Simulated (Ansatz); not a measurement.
H4NSi can be A, `N[SiH2]`•, or B, `[NH][SiH3]`•.

Program: Ansatz. Geometries: PBE0-D4/def2-TZVP. ΔE: electronic, gas phase. CCSD(T)/CBS is the MP2 limit (def2-TZVPP, def2-QZVPP) plus CCSD(T) − MP2 in def2-TZVPP, frozen cores. DFT in def2-TZVPP. B3LYP here is the variant with VWN-RPA as its local correlation; programs differ in this. No spin–orbit coupling; open shells (•) take unrestricted orbitals.

(1) Which isomer does CCSD(T)/CBS put lower? Give the gap. (Estimate.)

(2) Give E(B) − E(A) in kcal/mol with LDA (SPW92), PBE0-D4, CCSD/def2-TZVPP, B3LYP-D4, MP2/def2-TZVPP, B2PLYP, PBE-D4. (Estimate.)

(3) Does the order hold for the free energy at 298.15 K (harmonic terms from PBE0-D4)? (Best estimate.)

Largest T1 diagnostic: 0.015.

## Answers

(1) Computed: A, by 22.5 kcal/mol.

(2) Ansatz gave: LDA (SPW92) 31.2, PBE0-D4 23.7, CCSD/def2-TZVPP 20.2, B3LYP-D4 21.6, MP2/def2-TZVPP 26.4, B2PLYP 22.2, PBE-D4 25.1. None reverses the order clearly.

(3) Computed: Yes: G(B) − G(A) = +18.9 kcal/mol. Modes under 60 cm⁻¹, often nearly free rotors, make the harmonic entropy too high.

From PBE to PBE0 (25 % exact exchange), in def2-TZVPP and without D4, E(B) − E(A) moves by −1.4 kcal/mol. In def2-TZVPP, CCSD(T) changes the Hartree–Fock value by +10.5 kcal/mol (the triples alone add +1.2 kcal/mol) and MP2 by +15.5 kcal/mol.
